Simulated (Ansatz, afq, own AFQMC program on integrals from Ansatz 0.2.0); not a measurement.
# HBrCl, doublet in cc-pVTZ, levels against CCSDT(Q)

```yaml
atoms:
  - { symbol: Cl, position_ang: [0.0000, 0.0000, -1.4786] }
  - { symbol: H, position_ang: [0.0000, 0.0000, -0.1998] }
  - { symbol: Br, position_ang: [0.0000, 0.0000, 1.6784] }
```

Connectivity, by distances: Cl ··· Br, 1 bridging H.

Basis cc-pVTZ. Noble-gas cores (and the filled d shells of Ga–Kr and In–Xe) are frozen. Ansatz 0.2.0 and our own AFQMC program on the same integrals; the CISD trial comes from CCSD amplitudes, and released means the phaseless constraint is let go. ± is one standard error of the sampling. No spin–orbit coupling.

Determinant: UHF, the one that the program's search chose, which needn't be the lowest solution. The geometry is a point of a scan.

No full CI on the walks' own integrals is used here; CCSDT(Q) serves as the reference and is uncertain by about the last step of the cluster series.

Cautions: no relativity below Rb; no spin-orbit coupling; inner d shell frozen.

The T1 diagnostic is 0.0092, the weight of the determinant in the CISD state is 0.860 and the ⟨S²⟩ of the determinant is 0.765. The size of the correlated space is 15 electrons in 72 orbitals.

| level | correlation energy (eV) |
| --- | --- |
| MP2 | -9.4595 |
| CCSD | -10.4921 |
| CCSD(T) | -10.8659 |

**Question.** Estimate where phaseless AFQMC with a CISD trial lies against CCSD(T) on the same integrals.

**Answer.** 25.8 ± 5.7 meV below CCSD(T).

Reference: CCSDT(Q), correlation energy -10.909 eV. The released energy is read at 1.50 1/Eh (meV from the phaseless value at times in 1/Eh: -12 ± 4 at 0.24, -14 ± 4 at 0.51, -15 ± 6 at 0.99, -14 ± 7 at 1.50).

```
         level  E − E(reference) (meV)  share of correlation (%)
       CCSD(T)                    43.3                     99.60
         CCSDT                    14.4                     99.87
 ph-AFQMC/CISD              17.5 ± 5.7                     99.84
released AFQMC               3.3 ± 6.5                     99.97
```

A walk keeps the symmetry of its determinant, which the program's search chose and which needn't be the lowest solution, so a lower state of the same spin and another symmetry isn't excluded. Released energies are given only where the last usable release times agree within the noise; a slower fall can still hide under it.
